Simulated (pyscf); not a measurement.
Thermochemistry of product channels of `[AsH2][InH2]` + `[SiH2]` [singlet] on the singlet surface, in kJ/mol, from ωB97M-D3(BJ)/def2-TZVP energies (ideal gas, 1 atm, RRHO with modes under 100 cm⁻¹ raised to 100, one conformer, R ln 2 for chiral ones without a mode under 150 cm⁻¹). Optimised with ωB97X-D3(BJ)/def2-SVP in PySCF.

```json
[
 {"products": "`[SiH3][InH][AsH2]`", "ΔE": "(withheld)", "ΔH(298 K)": "-241.2", "ΔG(900 K)": "-111.4", "ΔG(1200 K)": "-70.6"},
 {"products": "`[SiH3][AsH][InH2]`", "ΔE": "(withheld)", "ΔH(298 K)": "-249.1", "ΔG(900 K)": "-107.4", "ΔG(1200 K)": "-62.6"}
]
```

Question: Complete the blanks.

Answer: 
- `[SiH3][InH][AsH2]`, ΔE: -256.6
- `[SiH3][AsH][InH2]`, ΔE: -262.5

These are energies of the channels, which say nothing of barriers. Elements up to Kr have no core potential and no relativistic terms here. Elements past Kr carry the def2 core potentials, without spin-orbit coupling.
